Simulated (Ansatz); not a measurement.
This geometry of C3H6OS (11 atoms, charge 0, multiplicity 1) is a first-order saddle point.

Computed with Ansatz 0.2.0, RKS PBE0-D4/6-31G*.

```xyz
11
Properties=species:S:1:pos:R:3
C -1.011 0.095 -0.886
C 0.269 -0.548 -0.341
C 0.939 0.347 0.660
O 0.175 0.566 1.773
S 2.361 1.100 0.437
H -0.777 1.017 -1.427
H -1.700 0.336 -0.073
H -1.511 -0.590 -1.578
H 0.966 -0.777 -1.150
H 0.008 -1.490 0.165
H 0.349 -0.114 2.440
```

Question: Which two structures does it join? (They come from a converged band through this point; their orientation in space is the band's.)

Answer: No bond is made or broken. The dihedral S5–C3–O4–H11 goes from -180 to 0°.

First end point:

```xyz
11
Properties=species:S:1:pos:R:3
C -0.993 0.075 -0.765
C 0.328 -0.546 -0.302
C 1.064 0.343 0.667
O 0.445 0.525 1.841
S 2.484 1.083 0.361
H -0.813 1.036 -1.258
H -1.689 0.251 0.064
H -1.494 -0.587 -1.477
H 0.976 -0.737 -1.158
H 0.136 -1.514 0.187
H -0.380 0.014 1.861
```

Last end point:

```xyz
11
Properties=species:S:1:pos:R:3
C -1.032 0.037 -0.895
C 0.265 -0.602 -0.390
C 0.884 0.214 0.704
O 0.136 0.183 1.807
S 2.272 1.080 0.595
H -0.839 1.034 -1.304
H -1.764 0.130 -0.088
H -1.468 -0.577 -1.688
H 0.988 -0.707 -1.200
H 0.049 -1.599 0.014
H 0.574 0.750 2.466
```

Question: How far does it lie above each of them?

Answer: 38.4 kJ/mol above the first and 67.5 kJ/mol above the second. This is the barrier of this one path; another mechanism may lie lower.

Time of the run: 7 min on 1 thread of Arm Neoverse V2 (shared host), peak memory 0.2 GiB.
